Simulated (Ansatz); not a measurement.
# CHAlN: the cost of one run

Program: Ansatz 0.2.0, Gaussian basis. Level of theory: def2-QZVPP, core rule «outside noble gas», up to 7 orbitals frozen. These are calculated values, not measurements.

Plan: UHF; ROHF; CCSD(T) on UHF.

2 further runs of the same task are left out: 2 set aside as unsound or not needed. Runs told in other sessions of the task aren't counted.

## 1. The geometry

The geometry is a PBE0/def2-TZVP stationary point (not a proven minimum) of the parent state, kept for this charge and spin.

4 atoms, charge 1, spin multiplicity 3.

Atoms are counted from 1 here; the program's logs count them from 0.

Bond lengths: Al1–N2 1.833 Å, N2–C3 1.207 Å, C3–H4 1.103 Å. Angles: Al1–N2–C3 173.8°, N2–C3–H4 130.3°.

## 2. UHF

Contents of in.yaml:

```yaml
crystal:
  periodic: [false, false, false]
  atoms:
    - {symbol: Al, position_ang: [-0.000006, -0.113958, 2.175529]}
    - {symbol: N, position_ang: [0.000059, -0.123062, 0.342317]}
    - {symbol: C, position_ang: [-0.000023, -0.259290, -0.857208]}
    - {symbol: H, position_ang: [-0.000030, 0.496310, -1.660638]}
basis:
  gaussian: {orbitals: "def2-QZVPP.json"}
total_charge: 1
magnetization: {spin_polarized: true, initial_magnetization: 2}
hamiltonian: {xc: hf}
output: {orbitals: {seedname: orbitals}}
```

Launch:

```console
ansatz run in.yaml --threads 1 --pin off --events-out ev --progress --plain --max-ram 2393MiB
```

Q: Estimate wall time and peak memory on 1 thread of Arm Neoverse V1, shared host.

About 28 s, with a peak of 0.5 GiB.
